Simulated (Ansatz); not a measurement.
# N₂H₄ (singlet): the correlation ladder, 6-31G

The task here is to estimate one member of a computed series from the others.

Computed with Ansatz 0.2.0, Gaussian basis. Level: 6-31G, core rule «outside noble gas», up to 2 orbitals frozen.

To be run: UHF; CCSD(T) on RHF; BCCD(T) on RHF; CISD; CCSDT(Q) on RHF; CISDTQ; CCSDTQ on RHF; CASSCF and MRCISD+Q, 14 electrons in 12 orbitals; CASSCF and NEVPT2, 14 electrons in 12 orbitals.

14 further runs of the same task are left out: 1 that didn't finish, 13 set aside as unsound or not needed.

## The geometry

The geometry is an MP2(full)/6-31G* stationary point (not a proven minimum).

6 atoms, charge 0, spin multiplicity 1.

Atoms are counted from 1 here; the program's logs count them from 0.

Bond lengths: N1–N2 1.438 Å, N1–H3 1.020 Å, N1–H4 1.016 Å, N2–H5 1.020 Å, N2–H6 1.016 Å. Angles: N2–N1–H3 111.5°, N2–N1–H4 106.4°, H3–N1–H4 107.0°, N1–N2–H5 111.5°, N1–N2–H6 106.4°, H5–N2–H6 107.0°.

Set-up of the first run:

in.yaml reads:

```yaml
crystal:
  periodic: [false, false, false]
  atoms:
    - {symbol: N, position_ang: [0.000000, 0.718959, -0.043984]}
    - {symbol: N, position_ang: [0.000000, -0.718959, -0.043984]}
    - {symbol: H, position_ang: [0.211082, 1.092752, 0.881590]}
    - {symbol: H, position_ang: [-0.948214, 1.005026, -0.270375]}
    - {symbol: H, position_ang: [-0.211082, -1.092752, 0.881590]}
    - {symbol: H, position_ang: [0.948214, -1.005026, -0.270375]}
basis:
  gaussian: {orbitals: 6-31G}
magnetization: {spin_polarized: true, initial_magnetization: 0}
hamiltonian: {xc: hf}
output: {orbitals: {seedname: orbitals}}
```

The run is started by

```sh
ansatz run in.yaml --threads 1 --pin off --events-out ev --progress --plain --max-ram 2746MiB --backend cpu
```

Among the steps run: UHF; CCSD(T) on RHF; BCCD(T) on RHF; CISD; CCSDT(Q) on RHF; CISDTQ; CCSDTQ on RHF; CASSCF and MRCISD+Q, 14 electrons in 12 orbitals; CASSCF and NEVPT2, 14 electrons in 12 orbitals.

One table of the session follows, with a row left open; its other results are not shown here.

It belongs to the step «Misses and costs». 

| method | from RCCSDTQ (kcal/mol) |
| --- | --- |
| RHF | +155.51 |
| RMP2 | +15.92 |
| CISD | +14.18 |
| RCCSD | ? |
| RCCSD(T) | +0.55 |
| BCCD(T) | +0.56 |
| RCCSDT | +0.39 |
| CISDTQ | +0.78 |
| RCCSDT(Q) | -0.03 |
| RCCSDTQ | 0 |
| CASSCF valence | +68.53 |
| NEVPT2 valence | +11.62 |
| MRCISD valence | +2.99 |
| MRCISD+Q valence | +0.45 |

**Question.** Estimate the row for RCCSD.

The run gave: from RCCSDTQ (kcal/mol): +3.06. In the column «from RCCSDTQ (kcal/mol)» it lies between MRCISD valence (+2.99) and NEVPT2 valence (+11.62).
